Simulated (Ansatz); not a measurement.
`[SiH3]BCl` and `ClBCl` differ in one atom or group.

Ansatz, PBE0-D4/def2-TZVP geometries, multiplicity 1. 

```json
{"property": "HOMO–LUMO gap (B3LYP/def2-TZVPP) / eV", "`[SiH3]BCl`": "5.34"}
{"property": "HOMO energy (PBE/def2-TZVPP) / eV", "`[SiH3]BCl`": "-6.74"}
{"property": "ideal-gas entropy at 298 K and 1 bar (rigid rotor, harmonic PBE0-D4/def2-TZVP) / J/(mol·K)", "`[SiH3]BCl`": "311"}
{"property": "HOMO energy (PBE0/def2-TZVPP) / eV", "`[SiH3]BCl`": "-7.99"}
{"property": "size of the dipole moment (B3LYP/def2-TZVPP) / D", "`[SiH3]BCl`": "0.35"}
{"property": "vertical ionisation energy (CCSD(T)/CBS(def2)) / eV", "`[SiH3]BCl`": "10.51"}
```

Q: Give the same properties after the change, and the shifts. (An estimate is asked.)

A: Computed: 
| property | `ClBCl` | shift |
| --- | --- | --- |
| HOMO–LUMO gap (B3LYP/def2-TZVPP) / eV | 7.08 | 1.74 |
| HOMO energy (PBE/def2-TZVPP) / eV | -7.83 | -1.09 |
| ideal-gas entropy at 298 K and 1 bar (rigid rotor, harmonic PBE0-D4/def2-TZVP) / J/(mol·K) | 268 | -43 |
| HOMO energy (PBE0/def2-TZVPP) / eV | -9.25 | -1.26 |
| size of the dipole moment (B3LYP/def2-TZVPP) / D | 0.44 | 0.09 |
| vertical ionisation energy (CCSD(T)/CBS(def2)) / eV | 12.16 | 1.65 |

With PBE0 the HOMO falls by 1.26 eV and the LUMO rises by 0.55 eV, so the gap widens by about 1.81 eV. PBE moves the HOMO by -1.09 eV and ωB97M-V by -1.36 eV. The zero-point energy changes by -59.8 kJ/mol with -9 modes. Dipoles are sizes alone; their direction can turn. Modes under 60 cm⁻¹, often nearly free rotors, make the harmonic entropy too high.

B3LYP here is the variant with VWN-RPA as its local correlation; programs differ in this.
